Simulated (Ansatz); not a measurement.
Geometry optimisation, RKS B3LYP/def2-SVP (Ansatz 0.2.0).

Input:

```yaml
crystal:
  periodic: [false, false, false]
  atoms:
    - { symbol: Si, position_ang: [-0.45381, -0.123831, -0.452778] }
    - { symbol: H, position_ang: [-0.058579, 0.379676, 2.142282] }
    - { symbol: H, position_ang: [0.813611, 0.074242, 0.306128] }
    - { symbol: H, position_ang: [-0.525573, 0.940997, -1.501545] }
    - { symbol: H, position_ang: [-0.356313, -1.440908, -1.155466] }
    - { symbol: Si, position_ang: [-2.347864, -0.067689, 0.778547] }
    - { symbol: H, position_ang: [-3.492908, -0.349415, -0.142509] }
    - { symbol: H, position_ang: [-2.364712, -1.101195, 1.853112] }
    - { symbol: H, position_ang: [-2.57602, 1.27667, 1.38158] }
    - { symbol: H, position_ang: [-0.534731, 0.411455, 2.678048] }
basis:
  gaussian: { orbitals: def2-SVP }
hamiltonian:
  xc: b3lyp
relax:
  f_tol: 0.03
  max_steps: 50
```

Run as:

```bash
$ ansatz run input.yaml --threads 1 --pin off --max-ram 2048MiB --backend cpu --events-out ev --progress --plain --runs-dir out
```

Q: Where does it end, and by what steps?

A: The forces met the threshold. The force dipped under the threshold on the way, but the program's further checks kept it going. After 9 steps the energy has fallen by 0.299 eV; H2 moved furthest, 1.12 Å.

| step | energy less start (eV) | largest force component (eV/Å) | accepted |
| --- | --- | --- | --- |
| 0 | 0.0000 | 1.471 | yes |
| 1 | -0.1977 | 0.229 | yes |
| 2 | -0.2552 | 0.092 | yes |
| 3 | -0.2827 | 0.084 | yes |
| 4 | -0.2649 | 0.327 | no |
| 5 | -0.2904 | 0.022 | yes |
| 6 | -0.2943 | 0.040 | yes |
| 7 | -0.2973 | 0.022 | yes |
| 8 | -0.2985 | 0.016 | yes |
| 9 | -0.2991 | 0.022 | yes |

```xyz
10
Properties=species:S:1:pos:R:3
Si -0.535 -0.186 -0.773
H 0.383 0.597 3.151
H 0.677 0.040 0.071
H -0.587 0.872 -1.825
H -0.409 -1.516 -1.440
Si -2.481 -0.119 0.554
H -3.688 -0.361 -0.291
H -2.422 -1.169 1.614
H -2.617 1.216 1.209
H -0.219 0.627 3.617
```

Whether the end is a true minimum wasn't checked by a vibrational analysis.

The run took 12 s on 1 thread of Intel(R) Xeon(R) 6975P-C (Granite Rapids), on a shared host, peak memory 0.17 GiB.
